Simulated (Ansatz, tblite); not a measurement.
# Ladder of methods for the elastic constant C12 of 3C-SiC

Reference value: 142 GPa (measured, temperature not stated, no zero-point or thermal correction; as tabulated in Råsander and Moram (2015), arXiv:1505.02379).

**Question.** What do GFN2-xTB, LDA, PBE, PBE-D3(BJ), r²SCAN give, and how far is each from the reference?

**Answer.** 
```
level (code)         value (GPa)  cell (Å³/atom)  difference (%)
-------------------  -----------  --------------  --------------
GFN2-xTB (tblite)            195           10.46             +37
LDA (Ansatz)                 143           10.14            +0.7
PBE (Ansatz)                 127           10.50           -10.6
PBE-D3(BJ) (Ansatz)          136           10.28            -4.2
r²SCAN (Ansatz)              134           10.33            -5.6
```

The reference's temperature isn't stated, so close values are not ranked against it. Off by more than 25 %, or 35 % on the side where a correction would as a rule narrow the miss (bounds picked here): GFN2-xTB (+37 %).

The measured value isn't corrected to a static lattice, so vibrations enter the comparison.  GFN2-xTB: the method was fitted mainly to molecules. GFN2-xTB: the run uses a supercell at the zone centre in place of a k mesh. PBE-D3(BJ): the dispersion coefficients are held fixed in the derivatives. Each level is taken at its own relaxed cell. Cutoffs differ between the levels. Ansatz's density-functional and Hartree–Fock values are scalar-relativistic unless marked +SOC, with PAW data made under PBE.

Differences are worked out from the printed values.

Ansatz is a program for electronic structure.
